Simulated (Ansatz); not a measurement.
Cost and result for the atomization energy of C$_{6}$H$_{7}$N (`C=C1CC(C#N)C1`) (14 atoms, 14 bonds).

```xyz
14

C     0.4963   -0.1834    2.2135
C     0.2710   -0.0781    0.9173
C     0.0480    1.0901   -0.0131
C    -0.6304    0.0956   -0.9979
C    -0.2800    0.1905   -2.3973
N     0.0223    0.2647   -3.5048
C    -0.0209   -1.0765   -0.1772
H     0.5623   -1.1516    2.6972
H     0.6220    0.6950    2.8367
H     0.9824    1.4811   -0.4236
H    -0.5615    1.9214    0.3417
H    -1.7169    0.1226   -0.8975
H     0.8888   -1.4596   -0.6465
H    -0.6833   -1.9116    0.0514
```

Charge 0, multiplicity 1. The geometry is a stationary point of PBE0-D4/def2-TZVP. Program: Ansatz. All runs use 2 threads of an AMD EPYC 7R13 on a shared host and a share of an NVIDIA H100 80 GB. Times are those of one run each, without the atoms' runs, and a repeat can differ threefold. Electronic energies, without spin–orbit coupling; frozen cores. CCSD(T)/CBS adds CCSD(T) − MP2 in def2-TZVPP to the MP2 limit, and its time is that of the two runs behind it. T1 = 0.012.

CCSD(T)/CBS is a level of theory with its own doubt, some kJ/mol a heavy atom from the limit and from the frozen cores, so smaller differences don't rank the functionals.

```
                           level  functions  wall time
          LDA (SPW92)/def2-TZVPP        315      1.6 s
                CCSD(T)/def2-SVP        133      1.6 s
              PBE0-D4/def2-TZVPP        315      1.7 s
              BLYP-D4/def2-TZVPP        315      1.8 s
            revPBE-D4/def2-TZVPP        315      1.8 s
         CAM-B3LYP-D4/def2-TZVPP        315      1.9 s
               B97M-V/def2-TZVPP        315      2.4 s
             PBE-QIDH/def2-TZVPP        315      2.4 s
               B2PLYP/def2-TZVPP        315      2.4 s
ωB97M-V/def2-TZVPP (with forces)        315      3.2 s
                  MP2/def2-QZVPP        609      3.5 s
              CCSD(T)/def2-TZVPP        315        6 s
               CCSD(T)/CBS(def2)          –      9.6 s
```

Question: What atomization energy does each give, and how far from CCSD(T)/CBS? (An estimate is asked.)

Answer: Computed: 
```csv
level,atomization (kcal/mol),difference from CCSD(T)/CBS,per bond
LDA (SPW92)/def2-TZVPP,1730.3,236.2,16.9
CCSD(T)/def2-SVP,1438.5,-55.6,-4.0
PBE0-D4/def2-TZVPP,1519.0,24.9,1.8
BLYP-D4/def2-TZVPP,1504.2,10.1,0.7
revPBE-D4/def2-TZVPP,1513.1,19.0,1.4
CAM-B3LYP-D4/def2-TZVPP,1504.7,10.6,0.8
B97M-V/def2-TZVPP,1501.0,6.9,0.5
PBE-QIDH/def2-TZVPP,1500.8,6.7,0.5
B2PLYP/def2-TZVPP,1487.7,-6.4,-0.5
ωB97M-V/def2-TZVPP (with forces),1504.3,10.2,0.7
MP2/def2-QZVPP,1516.0,21.9,1.6
CCSD(T)/def2-TZVPP,1458.4,-35.7,-2.5
CCSD(T)/CBS(def2),1494.1,0.0,0.0
```

The D4 term adds +11.6 kcal/mol with B3LYP and +6.1 kcal/mol with PBE0; it sums over pairs of atoms, weighted by their polarisabilities, and B3LYP, whose exchange is more repulsive, gets the larger term. From r2SCAN to r2SCAN0 (25 % exact exchange), in def2-TZVPP and without D4, the atomization energy moves by −24.9 kcal/mol: exact exchange takes away binding that semilocal exchange gives to molecules. In def2-TZVPP, CCSD(T) changes the Hartree–Fock value by +375.8 kcal/mol (the triples alone add +27.3 kcal/mol) and MP2 by +412.4 kcal/mol; breaking electron pairs costs correlation energy, which Hartree–Fock lacks.

B3LYP here is the variant with VWN-RPA as its local correlation; programs differ in this.
